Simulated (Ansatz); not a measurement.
Several settings on one geometry of [BFH3]- (BH3F⁻) (that of the charge -1 singlet, PBE0-D4/def2-TZVPD). Ansatz on 4 threads of Arm Neoverse V2 on a shared host; times are rough.

Cartesian coordinates in Å:
```
B -0.0003 0.0005 -0.0372
F 0.0127 -0.0212 1.4179
H 1.1673 0.0120 -0.4706
H -0.5941 1.0188 -0.4399
H -0.5856 -1.0101 -0.4702
```

Totals from different functionals, basis sets or treatments of relativity can't be compared as stabilities.

DK, ANO-RCC and x2c sets are all-electron and run with scalar relativity unless a key says otherwise. Correlated methods freeze 2 core orbitals.

Give the basis size and estimate the energy, ⟨S²⟩ and time of these runs.

```
run                     method  charge    state                                                                                                                                                further keys
  1        RHF, rpa/cc-pVTZ-DK      -1  singlet                                fitting: {mean_field: cc-pVTZ-jkfit}; nuclear_model: gaussian; electrons: outside_noble_gas; scf: {lower_state_search: full}
  2  RKS r2SCAN0-D3(BJ)/STO-3G      -1  singlet                                                                                   accuracy: high; scf: {omitted_lower_state_checks: [starts]}; forces asked
  3       UKS ωB97/def2-mTZVPP      -1  singlet                                                                                                                 scf: {omitted_lower_state_checks: [starts]}
  4            RHF, mp2/STO-3G      -1  singlet  final_grid: {core_spheres: 8, valence_spheres: 7, degree: 23}; electrons: outside_noble_gas; accuracy: high; scf: {lower_state_search: full}; forces asked
```


```json
{"run": "1", "functions": "102", "energy (Eh)": "-126.5336", "⟨S²⟩": "–", "wall time": "0.15 s"}
{"run": "2", "functions": "13", "energy (Eh)": "-124.6000", "⟨S²⟩": "–", "wall time": "0.65 s"}
{"run": "3", "functions": "58", "energy (Eh)": "-126.5812", "⟨S²⟩": "0.00", "wall time": "0.9 s"}
{"run": "4", "functions": "13", "energy (Eh)": "-124.0992", "⟨S²⟩": "–", "wall time": "0.1 s"}
```

The highest occupied level of an anion often lies above zero with these methods, and sets without diffuse functions describe the outer electron poorly.
